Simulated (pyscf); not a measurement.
Structures and frequencies: ωB97X-D3(BJ)/def2-SVP in PySCF.

Question: Estimate the classical barrier height and the reaction energy of •H₂C–CH₂–CH₂–NH₂ → cyclopropane (SMILES C1CC1) + amino radical (NH₂•) at ωB97M-D3(BJ)/def2-TZVP. The step runs on the doublet surface, breaks C–N and forms C–C; take the reactant's lowest minimum found as zero.

Answer: ΔE‡ = 65.4 kcal/mol, ΔE = +27.7 kcal/mol. Zero-point energy shifts the barrier by -1.7 kcal/mol. It is a ring closure with loss of a group, with an imaginary mode of 971i cm⁻¹. On the reactant side the descent ends in a point that may be a rotor saddle (no frequency run), 4.7 kcal/mol over the lowest minimum found and 62.2 kcal/mol under the saddle at ωB97X-D3(BJ)/def2-TZVP. The same reactants have a lower exit, to H₂C=CH₂ + •H₂C–NH₂ (no saddle counted: cutting one bond, which may have a small barrier of its own, costs +18.1 kcal/mol at ωB97M-D3(BJ)/def2-TZVP, against +65.4 kcal/mol here). cyclopropane lies 6.6 kcal/mol over its isomer H₂C=CH–CH₃ (electronic energy, ωB97M-D3(BJ)/def2-TZVP). One saddle was located; it need not be the lowest between these sides.
